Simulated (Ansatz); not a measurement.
Run this with the Ansatz DFT code, driven from Python and show what comes out.

The script, `clf_dimer.py`:
```python
"""Binding of a ClF dimer at a trial geometry."""

import ansatz as az

BASIS_SET = "def2-SVP"
XC = "hf"

FIRST = [
    ("Cl", (0.0, 0.0, -0.7925)),
    ("F", (0.0, 0.0, 0.7925)),
]
SECOND = [
    ("Cl", (-1.8209, -2.1003, -0.4427)),
    ("F", (-2.0004, -2.6972, 1.0146)),
]

def energy(atoms, ghosts=()):
    molecule = az.Crystal.molecule()
    for symbol, xyz in atoms:
        molecule = molecule.atom(symbol, xyz)
    calc = (
        molecule.calculation()
        .basis(gaussian=BASIS_SET)
        .functional(XC)
    )
    deck = calc.input()
    if ghosts:
        deck = deck.set(az.key.basis.gaussian.ghost_atoms, [{"symbol": s, "position_ang": list(xyz)} for s, xyz in ghosts])
    return az.Session.from_dict(deck).plan().execute().report["free_energy_ev"]


def main() -> None:
    # ghost atoms carry the functions of the partner
    both = energy(FIRST + SECOND)
    alone = energy(FIRST) + energy(SECOND)
    ghosted = energy(FIRST, SECOND) + energy(SECOND, FIRST)
    print(f"dimer {both:.6f} eV")
    print(f"interaction, uncorrected   {96.485332 * (both - alone):8.3f} kJ/mol")
    print(f"interaction, counterpoise  {96.485332 * (both - ghosted):8.3f} kJ/mol")
    print(f"basis-set superposition    {96.485332 * (alone - ghosted):8.3f} kJ/mol")


if __name__ == "__main__":
    main()
```

`python clf_dimer.py` gives:
```text
dimer -30400.397844 eV
interaction, uncorrected     47.479 kJ/mol
interaction, counterpoise    52.780 kJ/mol
basis-set superposition       5.301 kJ/mol
```

Uncorrected it is 47.479 kJ/mol, with the counterpoise correction 52.780 kJ/mol; the difference, 5.30 kJ/mol, is the superposition error. In this basis both values are repulsive.

Total energies depend on the basis set; only differences at equal settings carry meaning. The dimer is a generated trial pose of unrelaxed monomers, not a minimum, so the figure is no binding energy, and the basis set is small. Hartree-Fock leaves correlation out, so bond, atomisation and ionisation energies come out well too low. This level lacks the dispersion part of the attraction (electrostatics and induction are there), which can decide the sign where the interaction is weak. The spin state was assumed, and another may lie lower. Run time: 1.6 s on 1 thread of Arm Neoverse V1 (shared host), peak memory 0.16 GiB.
